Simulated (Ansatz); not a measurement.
Potential energy curve for Na2, singlet.

Levels of theory: RCCSD(T) = CCSD(T) on RHF/cc-pVDZ, frozen core (Ansatz, an electronic-structure program); UCCSD(T) = CCSD(T) on UHF/cc-pVDZ, frozen core (Ansatz); RKS-CAM-B3LYP = restricted CAM-B3LYP/cc-pVDZ (Ansatz); RKS-PBE = restricted PBE/cc-pVDZ (Ansatz); RKS-B3LYP = Ansatz with restricted B3LYP/cc-pVDZ; UKS-CAM-B3LYP = Ansatz with unrestricted CAM-B3LYP/cc-pVDZ; UKS-PBE = unrestricted PBE/cc-pVDZ (Ansatz); UKS-B3LYP = Ansatz with unrestricted B3LYP/cc-pVDZ; FCI = full CI/cc-pVDZ, frozen core run with Ansatz.

Cost and accuracy over the 20 points of the scan, with FCI as yardstick. Costs are rough ratios of core time within Ansatz on shared cores, each with its mean field (Kohn-Sham runs search longer for lower solutions than correlated ones do); the miss is the largest error against full CI of the curve after the mean shift, in mEh.

Q: Which is the cheapest of these levels that stays within 6.3 mEh of FCI?

A: RCCSD(T).

```json
[
 {"level": "RCCSD(T)", "relative cost": "1", "largest error": "0.0"},
 {"level": "UCCSD(T)", "relative cost": "2", "largest error": "0.1"},
 {"level": "RKS-CAM-B3LYP", "relative cost": "3", "largest error": "31.0"},
 {"level": "RKS-PBE", "relative cost": "3", "largest error": "14.1"},
 {"level": "RKS-B3LYP", "relative cost": "3", "largest error": "17.4"},
 {"level": "UKS-CAM-B3LYP", "relative cost": "9", "largest error": "6.6"},
 {"level": "UKS-PBE", "relative cost": "9", "largest error": "5.4"},
 {"level": "UKS-B3LYP", "relative cost": "10", "largest error": "6.0"}
]
```

Costs within a factor of two of each other count as equal.

With two correlated electrons CCSD is exact in the basis where it finds the lowest root (RCCSD(T), UCCSD(T)). The unrestricted determinant behind UCCSD(T) is spin-contaminated at 2.50 to 9.33 Å (<S²> up to 1.0, against 0.00 for a pure singlet). The restricted form behind RKS-CAM-B3LYP, RKS-PBE, RKS-B3LYP keeps the bonding electrons paired and can't separate into open-shell fragments. The unrestricted determinant behind UKS-CAM-B3LYP is spin-contaminated at 3.85 to 9.33 Å (<S²> up to 1.0, against 0.00 for a pure singlet). The unrestricted determinant behind UKS-PBE, UKS-B3LYP is spin-contaminated at 4.18 to 9.33 Å (<S²> up to 1.0, against 0.00 for a pure singlet).
